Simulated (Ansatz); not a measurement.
# PH3 (phosphine) at BCCD(T)/aug-cc-pVTZ

What is the energy change on altering one bond length of PH3 (phosphine) at BCCD(T)/aug-cc-pVTZ? 

The results are computed with Ansatz 0.2.0.

34 further runs of the same task are left out: 34 set aside as unsound or not needed.

**1. The system as given**

PH3: 4 atoms, total charge 0, spin state singlet. SMILES: `P`. Geometry: relaxed at PBE0-D4/def2-TZVP.

Bond lengths: P1–H2 1.420 Å, P1–H3 1.420 Å, P1–H4 1.420 Å. Angles: H2–P1–H3 93.1°, H2–P1–H4 93.1°, H3–P1–H4 93.1°.

**2. A single-point energy at BCCD(T)/aug-cc-pVTZ**

Input file job.yaml:

```yaml
crystal:
  periodic: [false, false, false]
  atoms:
    - {symbol: P, position_ang: [0.346000, -0.326500, -0.332800]}
    - {symbol: H, position_ang: [0.630900, -0.034000, 1.027000]}
    - {symbol: H, position_ang: [-1.005500, -0.663000, -0.057200]}
    - {symbol: H, position_ang: [0.028700, 1.023500, -0.636900]}
basis:
  gaussian:
    orbitals: aug-cc-pVTZ
total_charge: 0
correlation:
  method: bccd_t
  frozen_orbitals: {H: 0, P: 5}
accuracy: high
scf:
  omitted_lower_state_checks: [cluster_reference, increment]
```

The run is started by

```bash
$ ansatz run job.yaml --threads 1 --pin off --max-ram 3480MiB --events-out events.jsonl --progress --plain --runs-dir runs
```

The program printed, shortened:

```text
Warning: RAYON_NUM_THREADS=1 ignored (pool sized by the plan → 1); use --threads N
Functional definition: HF
  name "HF"
[...]
1842 factors; integrals over basis functions are off by at most 3.1e-9 eV
[...]
mean field -9319.56214621 eV, -342.4875918471 hartree, gradient 2.7e-8 eV, S^2 0.000000; 0 other end points of the search recorded, 0 dependent functions left out
5 core orbitals not correlated: weight in the atoms' cores, before any rotation towards them, 1.000 or more for the frozen orbitals, at most 0.000 for the correlated occupied ones
reference -9319.56214621 eV, -342.4875918471 hartree; 4, 4 occupied and 110, 110 virtual orbitals, 1842 factors
second order -4.72450487 eV of doubles, -0.00000000 eV of singles
cycle   1  -5.27893713 eV  change   -5.5e-1 eV  update   5.7e-2
[...]
cycle  21  -5.47816121 eV  change  -1.3e-10 eV  update  5.4e-10
perturbative correction -0.20137021 eV, -0.0074002187 hartree
Total energy: -9325.24167763 eV, -342.6963107772 hartree
Checks for a lower state left out: cluster_reference, increment
```

It took 21 s on 1 thread of Intel Xeon Platinum 8488C (Sapphire Rapids), shared host; peak memory 1.3 GiB.

**3. The distorted shape, same level**

Input file run.yaml:

```yaml
basis:
  gaussian:
    orbitals: aug-cc-pVTZ
crystal:
  periodic: [false, false, false]
  atoms:
    - {symbol: P, position_ang: [0.504648, -1.001493, -0.180752]}
    - {symbol: H, position_ang: [0.789548, -0.708993, 1.179048]}
    - {symbol: H, position_ang: [-0.846852, -1.337993, 0.094848]}
    - {symbol: H, position_ang: [0.028700, 1.023500, -0.636900]}
total_charge: 0
correlation:
  method: bccd_t
  frozen_orbitals: {H: 0, P: 5}
accuracy: high
scf:
  omitted_lower_state_checks: [cluster_reference, increment]
```

The run is started by

```bash
$ ansatz run run.yaml --threads 1 --pin off --max-ram 3480MiB --events-out events.jsonl --progress --plain --runs-dir runs
```

The program printed, shortened:

```text
Warning: RAYON_NUM_THREADS=1 ignored (pool sized by the plan → 1); use --threads N
Functional definition: HF
  name "HF"
[...]
1851 factors; integrals over basis functions are off by at most 3.7e-9 eV
[...]
mean field -9317.25165874 eV, -342.4026829986 hartree, gradient 4.9e-8 eV, S^2 0.000000; 0 other end points of the search recorded, 0 dependent functions left out; unrestricted orbitals would lower it
5 core orbitals not correlated: weight in the atoms' cores, before any rotation towards them, 1.000 or more for the frozen orbitals, at most 0.000 for the correlated occupied ones
reference -9317.25165874 eV, -342.4026829986 hartree; 4, 4 occupied and 110, 110 virtual orbitals, 1851 factors
second order -4.87803371 eV of doubles, -0.00000000 eV of singles
cycle   1  -5.48649016 eV  change   -6.1e-1 eV  update   8.1e-2
[...]
cycle  26  -5.81077238 eV  change   6.2e-10 eV  update  4.1e-10
perturbative correction -0.26824185 eV, -0.0098577060 hartree
Total energy: -9323.33067296 eV, -342.6260826508 hartree
Checks for a lower state left out: cluster_reference, increment
```

It took 22 s on 1 thread of Intel Xeon Platinum 8488C (Sapphire Rapids), shared host; peak memory 1.3 GiB.

**4. Summary of results**

At BCCD(T)/aug-cc-pVTZ, 5 core orbitals frozen:

| quantity | value |
| --- | --- |
| first shape: total energy | -342.69631 Eh |
| first shape: correlation energy (5 core orbitals frozen) | -208.7 mEh |
| first shape: (T) correction | -7.40 mEh |
| distorted shape: total energy | -342.62608 Eh |
| distorted shape: correlation energy (5 core orbitals frozen) | -223.4 mEh |
| distorted shape: (T) correction | -9.86 mEh |
| energy change with the P1–H4 bond stretched from 1.420 to 2.130 Å | 1.911 eV |

What this shows: With the P1–H4 bond stretched from 1.420 to 2.130 Å the energy rises by 1.91 eV (44 kcal/mol). The first shape isn't relaxed at this level, so the change isn't measured from a minimum. A restricted reference can't describe the breaking bond well at this length. The triples (first shape) make up 3.5 % of the correlation energy. The restricted solution (distorted shape) is unstable to spin breaking: an unrestricted one lies lower. The triples (distorted shape) make up 4.4 % of the correlation energy.
